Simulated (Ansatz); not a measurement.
This script makes vertical energies of changing the electron count of CHClF, SMILES F[CH]Cl with Ansatz 0.2.0, Python API.

Script `run_ip.py`:
```python
import ansatz as az


def energy_of(molecule, charge=0, unpaired=0):
    calc = (
        molecule.calculation()
        .basis(gaussian="6-31G*")
        .functional("cam_b3lyp")
    )
    if charge:
        calc = calc.charge(charge)
    if unpaired:
        calc = calc.spin("collinear", total=unpaired)
    return calc.run(threads=1, pin="off").report["free_energy_ev"]

chclf = (
    az.Crystal.molecule()
    .atom("F", (-1.2748, -0.1443, -0.306))
    .atom("C", (-0.0806, 0.135, 0.1248))
    .atom("Cl", (0.9986, -1.1057, 0.4569))
    .atom("H", (0.4123, 1.0547, -0.2959))
)

parent = energy_of(chclf, 0, 1)
cation = energy_of(chclf, 1, 0)
print(f"E(N)   = {parent:.5f} eV")
print(f"E(N-1) = {cation:.5f} eV  (0 unpaired)")
print(f"vertical ionisation energy {cation - parent:.3f} eV")
```

What does it cost to change the electron count at this fixed geometry?

At this unrelaxed geometry removing an electron costs 8.90 eV.

What the script printed:

```console
$ python run_ip.py
E(N)   = -16289.17877 eV
E(N-1) = -16280.27912 eV  (0 unpaired)
vertical ionisation energy 8.900 eV
```

Reading the output:
- Total energies depend on the basis set; only differences at equal settings carry meaning.
- The geometry is a force-field or estimated start, not a minimum of this method, and the basis set is short of its limit. All parts are taken at fixed geometry, without zero-point energy. At an unrelaxed start these energies can be a whole eV from those at the minimum, and a small affinity can change sign.
- The species is open-shell (spin multiplicity 2).
- Only the spin states typed were run; another state of an ion can lie lower, by up to an eV or two.
- Hardware and time: 3.1 s on 1 thread of Arm Neoverse V2, with other jobs on the host, peak memory 0.18 GiB.

(Lines on the test bed's own set-up are left out of the output.)
